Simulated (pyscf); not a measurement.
Four-centre exchange: `[CH3][N]([CH3])[Ge]([NH2])([NH2])[NH2]` + `[OH2]` → `[CH3][NH][CH3]` + `[NH2][Ge]([NH2])([NH2])[OH]`

Gas phase, singlet surface, charge 0. Bonds broken: N2–Ge4, O20–H21. Bonds formed: N2–H21, Ge4–O20. Optimised with ωB97X-D3(BJ)/def2-SVP in PySCF.

Transition state (Å):

```xyz
22

C      1.4061     1.4377    -0.5236
N      0.3644     1.3328     0.4926
C      0.8233     1.6490     1.8405
Ge    -0.6852    -0.3333     0.3919
N     -0.9677    -0.7239    -1.3604
N     -1.7141    -0.5133     1.8959
N      0.5815    -1.6345     0.7916
H      2.2337     0.7393    -0.3055
H      1.8128     2.4625    -0.5619
H      0.9814     1.1741    -1.5023
H     -0.0153     1.5409     2.5433
H      1.6244     0.9556     2.1531
H      1.2143     2.6794     1.8902
H     -0.9333    -1.7113    -1.5947
H     -1.7855    -0.2637    -1.7476
H     -1.6655    -1.4494     2.2911
H     -2.6854    -0.2385     1.7890
H      1.3377    -1.7424     0.1210
H      0.9759    -1.6175     1.7283
O     -1.9305     1.4364    -0.0874
H     -0.7135     1.7899     0.1959
H     -2.5465     1.7401     0.5886
```

One imaginary mode, 913i cm⁻¹; descent along it reached the two sides named, in the forms told below.

```tsv
bond	change	reactant side (Å)	saddle	product side
N2–Ge4	breaks	1.862	1.972	2.141
O20–H21	breaks	0.987	1.299	1.986
N2–H21	forms	1.873	1.208	1.025
Ge4–O20	forms	3.1	2.216	1.896
```

Electronic energies relative to the separated reactants (kcal/mol):

| level | barrier | reaction energy | reverse barrier |
|---|---|---|---|
| ωB97X-D3(BJ)/def2-TZVP | 5.9 | -6.6 | 12.6 |
| PBE/def2-TZVP | 4.3 | -9.5 | 13.8 |
| r²SCAN/def2-TZVP | 3.3 | -9.2 | 12.5 |
| B3LYP-D3(BJ)/def2-TZVP | 5.8 | -7.6 | 13.4 |
| PBE0-D3(BJ)/def2-TZVP | 4.7 | -7.2 | 11.9 |
| M06-2X/def2-TZVP | 4.9 | -8.3 | 13.2 |
| ωB97M-D3(BJ)/def2-TZVP | 6.0 | -7.9 | 14.0 |
| HF/def2-TZVP | 24.6 | -13.2 | 37.8 |

With ωB97M-D3(BJ)/def2-TZVP energies and thermal terms (ideal gas, 1 atm, RRHO with modes under 100 cm⁻¹ raised to 100, one conformer, R ln 2 for chiral ones without a mode under 150 cm⁻¹), in kcal/mol:

| T (K) | ΔH‡ | ΔG‡ | ΔH | ΔG |
|---|---|---|---|---|
| 298 | 5.3 | 17.5 | -7.4 | -9.4 |
| 600 | 5.4 | 29.8 | -7.9 | -11.1 |
| 900 | 6.0 | 41.9 | -8.1 | -12.7 |
| 1200 | 6.7 | 53.8 | -8.1 | -14.2 |

On the reactant side the descent ends in a bound adduct, 10.8 kcal/mol under the separated species and 16.7 kcal/mol under the saddle at ωB97X-D3(BJ)/def2-TZVP. On the product side the descent ends in an adduct with a Ge–N contact, 2.8 kcal/mol over the separated species and 9.8 kcal/mol under the saddle at ωB97X-D3(BJ)/def2-TZVP. What is counted as broken (Ge–N) persists as a longer contact in the product adduct; parting that adduct is a step of its own. H₃C–NH–CH₃ lies 7.8 kcal/mol over its isomer H₃C–CH₂–NH₂ (electronic energy, ωB97M-D3(BJ)/def2-TZVP). This is the saddle that the search found; another between the same sides may lie lower. Elements up to Kr have no core potential and no relativistic terms here.
